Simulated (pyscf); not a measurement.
9 silicon, germanium or tin steps of one kind (hydrogen abstraction, radical): barrier in kcal/mol, from the separated reactants or the lowest minimum found. PySCF, gas phase, ωB97X-D3(BJ)/def2-SVP geometries. Functionals in def2-TZVP; the last column is ωB97M-D3(BJ)/def2-TZVP. Rows were drawn at random from the steps of this kind and element class whose saddle was verified and whose references are stable.

| step | PBE | r²SCAN | B3LYP-D3(BJ) | ωB97M-D3(BJ) |
|---|---|---|---|---|
| `[CH3][CH2][SiH3]` + `[CH3]` [doublet] -> `[CH3][CH2][SiH2]` [doublet] + `[CH4]` | 2.3 | 6.0 | 5.6 | 8.4 |
| `[GeH4]` + `[H]` [doublet] -> `[GeH3]` [doublet] + `[H][H]` | -0.5 | -1.9 | -0.9 | 3.2 |
| `[CH3][SiH2][Cl]` + `[H]` [doublet] → `[CH3][SiH][Cl]` [doublet] + `[H][H]` | -0.3 | -1.1 | 0.0 | 4.8 |
| `[SiH3][PH2]` + `[H]` [doublet] → `[SiH2][PH2]` [doublet] + `[H][H]` | [?] | -1.7 | -0.5 | 4.0 |
| `[O][Si]([OH])([OH])[OH]` [doublet] + `[H][H]` → `[OH][Si]([OH])([OH])[OH]` + `[H]` [doublet] | -0.1 | 2.1 | 2.9 | 5.0 |
| `[NH]=[SiH2]` + `[H]` [doublet] → `[NH]=[SiH]` [doublet] + `[H][H]` | -1.1 | -2.2 | -0.9 | 3.8 |
| `[Cl][GeH2][Cl]` + `[H]` [doublet] → `[Cl][GeH][Cl]` [doublet] + `[H][H]` | -1.1 | -2.3 | -1.4 | 2.9 |
| `[CH3][GeH2][Cl]` + `[H]` [doublet] → `[CH3][GeH][Cl]` [doublet] + `[H][H]` | [?] | -2.3 | -1.3 | 3.0 |
| `[O]=[SiH2]` + `[H]` [doublet] → `[O]=[SiH]` [doublet] + `[H][H]` | -0.6 | -1.6 | -0.4 | 4.2 |

**Question.** Complete the blanks.

**Answer.** 
- `[SiH3][PH2]` + `[H]` [doublet] → `[SiH2][PH2]` [doublet] + `[H][H]`, PBE: -0.5
- `[CH3][GeH2][Cl]` + `[H]` [doublet] → `[CH3][GeH][Cl]` [doublet] + `[H][H]`, PBE: -0.9

Differences from the last column (kcal/mol): PBE: mean -4.7, median -4.8, mean size 4.7, lower in 9 of 9; r²SCAN: mean -4.9, median -5.3, mean size 4.9, lower in 9 of 9; B3LYP-D3(BJ): mean -4.0, median -4.3, mean size 4.0, lower in 9 of 9. PBE is closest for row 2 (3.6 kcal/mol apart) and farthest for row 1 (6.1 kcal/mol). PBE, r²SCAN and M06-2X carry no added dispersion term. The last column is a level with limits of its own. Each barrier is that of the saddle found. Elements up to Kr have no core potential and no relativistic terms here.
